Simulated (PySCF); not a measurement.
**C₅H₁₃N: full NMR table**

```
Formula                               : C5H13N
SMILES                                : CNC(C)(C)C
InChI                                 : InChI=1S/C5H13N/c1-5(2,3)6-4/h6H,1-4H3
Point group of the computed structure : C1
Degrees of unsaturation               : 0
Carbon signals                        : 3
Proton signals                        : 3
```

Numbering as in the mapped SMILES `[CH3:1][NH:2][C:3]([CH3:4])([CH3:5])[CH3:6]`. Hydrogens are named by the atom that carries them.

[PySCF: geometry: PBE0-D3(BJ)/def2-TZVP; shielding tensors at B97-2/pcSseg-2 (GIAO); gas phase; a single conformation; no relativistic terms; rapidly exchanging positions averaged]

References, each an isolated molecule treated in the same way: $^{1}$H (σref 31.64) and $^{13}$C (σref 185.38) against TMS; NH3 for $^{15}$N (σref 261.75).

```tsv
carbon	δC, type	δH (multiplicity)	HMBC from (2–3 bonds)	span of the C tensor (ppm)
C1	31.7, CH3	2.42 (s)	–	52
C3	53.3, C	–	H(C1), H(C4)/H(C5)/H(C6)	39
C4/C5/C6	30.4, CH3	1.05 (s)	H(C4)/H(C5)/H(C6)	54
```

Other nuclei:
```csv
atoms,nucleus,environment,δ (ppm),σ (ppm)
H(N2),$^{1}$H,hydrogen on an amine nitrogen,-0.06,31.69
N2,$^{15}$N,amine nitrogen,65.7,196.1
```

1. Carbon types of the structure: 1 × C, 4 × CH3, leaving 1 H on heteroatoms.
2. δC 53.3: fully substituted sp3 carbon bonded to N; the inductive effect lowers its shielding.
3. δC 31.7: methyl carbon bonded to N; pulled downfield by the heteroatom.
4. δC 30.4: methyl carbon; saturated and bonded to C and H only.
5. δH 2.42: hydrogen on a methyl carbon bonded to N; its carbon carries N, hence the downfield position.
6. δH -0.06: hydrogen on an amine nitrogen; labile proton, position sensitive to the medium.

Exchangeable OH/NH protons stand at their gas-phase positions; hydrogen bonding in a real sample shifts them, mostly to higher δ. Shifts are as computed. Against solution values, carbons near 30 ppm lie about +3 ppm off and those near 130 ppm about +7 ppm. Of 1211 compounds with measured shifts, 218 miss one by over three times the rms of a fit or turn the order of signals round; such compounds aren't used in these exercises. Experimental scales use liquid or dissolved standards, which lie at an offset from isolated NH3 (liquid NH3: subtract about 20 ppm). No couplings were computed; multiplicities are counted from neighbouring protons, with m where these are inequivalent, close in shift, in a saturated or five-membered ring or joined by F or P, and br s for small geminal =CH2 splittings.
